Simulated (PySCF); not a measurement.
Ionising OH

PBE0; PySCF, no relativity, basis sets H def2-TZVP, O def2-TZVP. Neutral (UKS): doublet (π ↑), Re = 0.973 Å, ωe = 3749 cm⁻¹, De = 4.51 eV, HOMO -9.09 eV, LUMO -4.11 eV.

OH⁺ (UKS): triplet (π ↑↑), Re = 1.035 Å, ωe = 3100 cm⁻¹, De = 5.19 eV to H⁺ + O. The energies at the minima are -75.68555 hartree for OH and -75.20933 for OH⁺.

(1) Work out the adiabatic ionisation energy, without and with harmonic zero-point energies (1 hartree = 27.2114 eV, 1 eV = 8065.5 cm⁻¹), and the change of the bond length.

For an ion De counts to the pair picked by the measured ionisation energies or electron affinities, which need not be the lowest pair at this level. States were picked by a PBE0 search and need not be the measured ground states.

Answers

(1) At PBE0: 0.47622 hartree = 12.959 eV between the minima; the zero-point term (3100.0 − 3749.0)/2 cm⁻¹ = -0.040 eV makes it 12.918 eV. Re changes by +6.2 pm against the neutral. The electron leaves a π orbital, which is non-bonding in a hydride.
